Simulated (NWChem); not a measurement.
System: isobutene (C₄H₈); SMILES C=C(C)C

The following NWChem deck was run.

```
start job
memory heap 200 mb stack 900 mb global 1100 mb
geometry units angstroms noautoz
  C      1.270635     0.000403    -0.674535
  C      0.000000     0.000000     0.123266
  C     -1.270635    -0.000403    -0.674535
  C      0.000000     0.000000     1.461512
  H      1.320464     0.882935    -1.335170
  H      1.322973    -0.883913    -1.332548
  H      2.161431     0.002947    -0.030901
  H     -1.322973     0.883913    -1.332548
  H     -2.161431    -0.002947    -0.030901
  H     -1.320464    -0.882935    -1.335170
  H     -0.933284    -0.000236     2.031972
  H      0.933284     0.000236     2.031972
end
basis spherical
  * library 3-21g
end
dft
  xc b3lyp
  iterations 150
  mulliken
end
task dft energy
```

Excerpt of the output:

```
             Northwest Computational Chemistry Package (NWChem) 7.3.0
             --------------------------------------------------------

 C2V symmetry detected

                             Geometry "geometry" -> ""
                             -------------------------

 Output coordinates in angstroms (scale by  1.889725989 to convert to a.u.)

  No.       Tag          Charge          X              Y              Z
 ---- ---------------- ---------- -------------- -------------- --------------
    1 C                    6.0000     1.27063506     0.00000000    -0.67706481
    2 C                    6.0000     0.00000000     0.00000000     0.12073619
    3 C                    6.0000    -1.27063506     0.00000000    -0.67706481
    4 C                    6.0000     0.00000000     0.00000000     1.45898219
    5 H                    1.0000     1.32171825     0.88342438    -1.33638881
    6 H                    1.0000     1.32171825    -0.88342438    -1.33638881
    7 H                    1.0000     2.16143189     0.00000000    -0.03343081
    8 H                    1.0000    -1.32171825     0.88342438    -1.33638881
    9 H                    1.0000    -2.16143189     0.00000000    -0.03343081
   10 H                    1.0000    -1.32171825    -0.88342438    -1.33638881
   11 H                    1.0000    -0.93328403     0.00000000     2.02944219
   12 H                    1.0000     0.93328403     0.00000000     2.02944219

 Effective nuclear repulsion energy (a.u.)     119.5175447508

      Symmetry information
      --------------------

 Group name             C2v
 Group number             16
 Group order               4
 No. of unique centers     6

                                 NWChem DFT Module
                                 -----------------

 Summary of "ao basis" -> "ao basis" (spherical)
 ------------------------------------------------------------------------------
       Tag                 Description            Shells   Functions and Types
 ---------------- ------------------------------  ------  ---------------------
 C                           3-21g                   5        9   3s2p
 H                           3-21g                   2        2   2s

      Symmetry analysis of basis
      --------------------------

        a1         23
        a2          4
        b1         17
        b2          8

            General Information
            -------------------
          SCF calculation type: DFT
          Wavefunction type:  closed shell.
          No. of atoms     :    12
          No. of electrons :    32
           Alpha electrons :    16
            Beta electrons :    16
          Charge           :     0
          Spin multiplicity:     1
          Use of symmetry is: on ; symmetry adaption is: on
          Maximum number of iterations: 150
          AO basis - number of functions:    52
                     number of shells:    36
          Convergence on energy requested:  1.00D-06
          Convergence on density requested:  1.00D-05
          Convergence on gradient requested:  5.00D-04

              XC Information
              --------------
                         B3LYP Method XC Potential
                     Hartree-Fock (Exact) Exchange  0.200
                        Slater Exchange Functional  0.800 local
                    Becke 1988 Exchange Functional  0.720 non-local
              Lee-Yang-Parr Correlation Functional  0.810
                  VWN I RPA Correlation Functional  0.190 local

             Grid Information
             ----------------
          Grid used for XC integration:  medium
          Radial quadrature: Mura-Knowles
          Angular quadrature: Lebedev.
          Tag              B.-S. Rad. Rad. Pts. Rad. Cut. Ang. Pts.
          ---              ---------- --------- --------- ---------
          C                   0.70       49           9.0       434
          H                   0.35       45          10.0       434
          Grid pruning is: on
          Number of quadrature shells:   282
          Spatial weights used:  Erf1

      Superposition of Atomic Density Guess
      -------------------------------------

 Sum of atomic energies:        -153.82463752

      Non-variational initial energy
      ------------------------------

 Total energy =    -156.502846
 1-e energy   =    -441.272703
 2-e energy   =     165.252313
 HOMO         =      -0.275423
 LUMO         =       0.047118

      Symmetry analysis of molecular orbitals - initial
      -------------------------------------------------

  Numbering of irreducible representations:

     1 a1          2 a2          3 b1          4 b2

  Orbital symmetries:

     1 a1          2 b1          3 a1          4 a1          5 a1
     6 b1          7 a1          8 a1          9 b1         10 a1
    11 b2         12 a2         13 b1         14 a1         15 b1
    16 b2         17 b2         18 a1         19 b1         20 a1
    21 b1         22 a1         23 a2         24 b2         25 a1
    26 b1

     ---------------------------------------------
      Total Density - Mulliken Population Analysis
     ---------------------------------------------

    Atom       Charge   Shell Charges
 -----------   ------   -------------------------------------------------------
    1 C    6     6.73   1.99  0.40  1.59  1.14  1.61
    2 C    6     5.96   1.99  0.43  1.45  0.89  1.21
    3 C    6     6.73   1.99  0.40  1.59  1.14  1.61
    4 C    6     6.58   1.99  0.44  1.59  1.00  1.56
    5 H    1     0.74   0.41  0.33
    6 H    1     0.74   0.41  0.33
    7 H    1     0.75   0.42  0.34
    8 H    1     0.74   0.41  0.33
    9 H    1     0.75   0.42  0.34
   10 H    1     0.74   0.41  0.33
   11 H    1     0.76   0.42  0.34
   12 H    1     0.76   0.42  0.34

   convergence    iter        energy       DeltaE   RMS-Dens  Diis-err
 ---------------- ----- ----------------- --------- --------- ---------
 d= 0,ls=0.0,diis     1   -156.3309833959 -2.76D+02  9.95D-03  3.79D-01
 d= 0,ls=0.0,diis     2   -156.3633589838 -3.24D-02  7.76D-03  7.14D-02
 d= 0,ls=0.0,diis     3   -156.3578848003  5.47D-03  4.60D-03  1.10D-01
 d= 0,ls=0.0,diis     4   -156.3727316429 -1.48D-02  2.23D-04  1.65D-04
 d= 0,ls=0.0,diis     5   -156.3727499803 -1.83D-05  1.07D-04  2.83D-05
  Resetting Diis
 d= 0,ls=0.0,diis     6   -156.3727538451 -3.86D-06  1.51D-05  2.41D-07
 d= 0,ls=0.0,diis     7   -156.3727538835 -3.84D-08  4.05D-06  7.23D-09

         Total DFT energy =     -156.372753883513
      One electron energy =     -445.132355893053
           Coulomb energy =      193.824936624809
    Exchange-Corr. energy =      -24.582879366098
 Nuclear repulsion energy =      119.517544750829

 Numeric. integr. density =       32.000002297732

                  Occupations of the irreducible representations
                  ----------------------------------------------

                     irrep           alpha         beta
                     --------     --------     --------
                     a1                8.0          8.0
                     a2                1.0          1.0
                     b1                5.0          5.0
                     b2                2.0          2.0

                       DFT Final Molecular Orbital Analysis
                       ------------------------------------

 Vector   14  Occ=2.000000D+00  E=-3.634940D-01  Symmetry=a1
              MO Center=  2.8D-15, -3.3D-18, -1.8D-01, r^2= 3.3D+00
   Bfn.  Coefficient  Atom+Function         Bfn.  Coefficient  Atom+Function
  ----- ------------  ---------------      ----- ------------  ---------------
    14      0.273480   2 C  pz               32     -0.249064   4 C  pz
     5     -0.231445   1 C  pz               23     -0.231445   3 C  pz
     9     -0.189276   1 C  pz               27     -0.189276   3 C  pz
    18      0.174967   2 C  pz               36     -0.136533   4 C  pz
    38      0.109989   5 H  s                40      0.109989   6 H  s

 Vector   15  Occ=2.000000D+00  E=-3.384451D-01  Symmetry=b1
              MO Center= -8.3D-16, -1.5D-17,  3.2D-01, r^2= 3.1D+00
   Bfn.  Coefficient  Atom+Function         Bfn.  Coefficient  Atom+Function
  ----- ------------  ---------------      ----- ------------  ---------------
    12      0.291077   2 C  px                3     -0.238257   1 C  px
    21     -0.238257   3 C  px               16      0.197738   2 C  px
    30     -0.194314   4 C  px                7     -0.186905   1 C  px
    25     -0.186905   3 C  px               34     -0.165006   4 C  px
    50      0.156840  11 H  s                52     -0.156840  12 H  s

 Vector   16  Occ=2.000000D+00  E=-2.402320D-01  Symmetry=b2
              MO Center=  8.3D-18,  9.3D-16,  6.2D-01, r^2= 2.2D+00
   Bfn.  Coefficient  Atom+Function         Bfn.  Coefficient  Atom+Function
  ----- ------------  ---------------      ----- ------------  ---------------
    35      0.379926   4 C  py               31      0.350110   4 C  py
    17      0.312294   2 C  py               13      0.308033   2 C  py
    38     -0.129596   5 H  s                40      0.129596   6 H  s
    44     -0.129596   8 H  s                48      0.129596  10 H  s
     4     -0.084320   1 C  py               22     -0.084320   3 C  py

 Vector   17  Occ=0.000000D+00  E= 3.402176D-02  Symmetry=b2
              MO Center=  3.2D-16, -1.8D-15,  5.4D-01, r^2= 2.6D+00
   Bfn.  Coefficient  Atom+Function         Bfn.  Coefficient  Atom+Function
  ----- ------------  ---------------      ----- ------------  ---------------
    35     -0.638597   4 C  py               17      0.611939   2 C  py
    13      0.373965   2 C  py               31     -0.344713   4 C  py
    38     -0.267700   5 H  s                40      0.267700   6 H  s
    44     -0.267700   8 H  s                48      0.267700  10 H  s
     8      0.108338   1 C  py               26      0.108338   3 C  py

[...]
```

Level: B3LYP/3-21G. Geometry: optimised at PBE0/def2-SVP.
